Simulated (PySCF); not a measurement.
**Löwdin shares of the frontier orbitals**

Compound: methacrylic acid, C4H6O2.
Cartesian coordinates in Å at the GFN2-xTB level; atoms count from 1:
```
atom  x, y, z in Å
C1    -0.8474    1.1256   -0.5928
C2    -0.2237    0.0419   -0.1422
C3    -0.7069   -1.3571   -0.3516
C4     1.0408    0.1478    0.6283
O5     1.6542   -0.7947    1.0640
O6     1.4642    1.4099    0.8087
H7    -0.4596    2.1134   -0.4166
H8    -1.7650    1.0514   -1.1519
H9    -0.8591   -1.8427    0.6107
H10   -1.6351   -1.3681   -0.9148
H11    0.0485   -1.9318   -0.8846
H12    2.2903    1.4036    1.3167
```

Level of theory: TDDFT PBE0/def2-SVPD, vertical, gas phase, core orbitals frozen in the response (PySCF 2.14.0, density-fitted response routines).

Frontier orbitals with the atoms that hold most of them (Löwdin shares over 4%, at most four atoms; ? is withheld):

| orbital | ε (eV) | atoms |
| --- | --- | --- |
| LUMO+2 | 1.05 | C3 20%, O6 14%, H10 13%, C1 12% |
| LUMO+1 | 0.45 | O6 30%, C4 18%, H12 15%, O5 9% |
| LUMO | -1.43 | C1 28%, C2 19%, C4 19%, O5 17% |
| HOMO | ? | ? |
| HOMO-1 | -8.24 | ? |
| HOMO-2 | -9.45 | O6 44%, O5 40%, C4 12% |
| HOMO-3 | -10.67 | C3 26%, C1 23%, C2 17%, H7 12% |

Q: Which atoms hold the HOMO, and with what shares?

A: C1 (bonded to C and 2 H) 35%; C2 (bonded to 3 C) 33%; C3 (bonded to C and 3 H) 9%; C4 (bonded to C and 2 O) 4%.

Q: Give the leading atoms of the HOMO-1.

A: O5 (bonded to C) 67%; O6 (bonded to C and H) 12%; C4 (bonded to C and 2 O) 9%; C2 (bonded to 3 C) 6%. By element: oxygen 78%, carbon 15% or more.

Q: What is the HOMO energy, and the HOMO–LUMO gap?

A: ε(HOMO) = -8.04 eV; the gap is 6.62 eV (0.2432 hartree).

Q: How does S1 compare with the orbital gap of 6.62 eV?

A: S1 is at 4.92 eV (f = 0.0001), 1.70 eV below the gap, made of HOMO-1→LUMO (97%). Its leading pair isn't HOMO and LUMO; the energies of that pair differ by 6.81 eV. Without the coupling terms of the response equations the lowest excitation would equal the gap.

Q: One configuration dominates each of S1, S2, S3, S4 and S6. Which, and how do the shares of the two leading atoms of either orbital change from the occupied to the empty one?

A: 
- S1 (4.92 eV, f 0.0001), HOMO-1→LUMO (97%): O5 67% → 17%, O6 12% → at most 17%, C1 at most 6% → 28%, C2 6% → 19%
- S2 (6.15 eV, f 0.268), HOMO→LUMO (94%): C1 35% → 28%, C2 33% → 19%
- S3 (7.03 eV, f 0.077), HOMO-2→LUMO (81%): O6 44% → at most 17%, O5 40% → 17%, C1 at most 4% → 28%, C2 at most 4% → 19%
- S4 (7.42 eV, f 0.0027), HOMO→LUMO+1 (94%): C1 35% → at most 10%, C2 33% → at most 10%, O6 at most 5% → 30%, C4 4% → 18%
- S6 (7.58 eV, f 0.067), HOMO-1→LUMO+1 (82%): O5 67% → 9%, O6 12% → 30%, C4 9% → 18%

One conformer stands for the species.
